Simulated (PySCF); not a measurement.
Static response to an electric field

Species: methylenecyclopentane, C6H10.
Geometry (PBE0-D3(BJ)/def2-SVP, Å), atoms numbered from 1 in this order:
```
atom  x, y, z in Å
C1     2.2653   -0.2063   -0.0616
C2     0.9367   -0.0865   -0.0260
C3    -0.0191   -1.0076    0.7054
C4    -1.3567   -0.2631    0.6972
C5    -1.3232    0.5086   -0.6222
C6     0.1254    0.9958   -0.7099
H7     2.7824   -1.0065    0.4759
H8     2.8852    0.4927   -0.6302
H9     0.3363   -1.2735    1.7124
H10   -0.1125   -1.9530    0.1414
H11   -1.3964    0.4471    1.5410
H12   -2.2268   -0.9298    0.7919
H13   -1.5405   -0.1778   -1.4586
H14   -2.0607    1.3237   -0.6707
H15    0.4662    1.1953   -1.7371
H16    0.2381    1.9407   -0.1487
```

Level: CAM-B3LYP/def2-SVPD (PySCF), static field, nuclei fixed, core orbitals frozen in the response. The polarisability tensor in these axes (au):

```
x   85.58 -2.12 -1.18
y   -2.12 64.14 -5.65
z   -1.18 -5.65 61.13
```

Give the principal values, the mean and the anisotropy Δα = √{½[(α1 − α2)² + (α2 − α3)² + (α1 − α3)²]}.

Principal values 56.62, 68.43 and 85.80 au; mean 70.28 au = 10.41 Å³ = 11.59 × 10⁻⁴⁰ C²·m²/J; Δα = 25.43 au (36 % of the mean).

What is the dipole moment, and where does it point?

(-0.67, 0.06, 0.02) D, 0.67 D in size, pointing from the negative to the positive side. Measured along this direction, the outermost atoms are H7 and H8 at the negative end and H12 and H14 at the positive end.

Molar refractivity from α?

Lorentz–Lorenz: R = (4π/3)N_A α = 2.5225 cm³/(mol·Å³) × 10.41 Å³ = 26.3 cm³/mol, in the limit of long wavelengths.

Traceless (Buckingham) quadrupole moment about the centre of nuclear charge: eigenvalues?

-0.93, -0.90, 1.82 D·Å. The values depend on the origin, since the dipole doesn't vanish. The electronic extent ⟨r²⟩ about the same centre is 587 bohr², a root-mean-square distance of 1.89 Å for the 46 electrons.

How large is μ²/3kT at 250 K beside α?

In Gaussian units μ²/3kT = 4.35 Å³ against 10.41 Å³, a ratio of 0.42; the Debye molar polarisation (4π/3)N_A(α + μ²/3kT) is 37.2 cm³/mol, leaving out the vibrational part.

Isolated species at its PBE0-D3(BJ)/def2-SVP geometry (one conformer only).

These values come from a run that also computed excited states and ΔSCF ions. The run took 50 s on one thread of an Arm Neoverse V2, on a shared host.
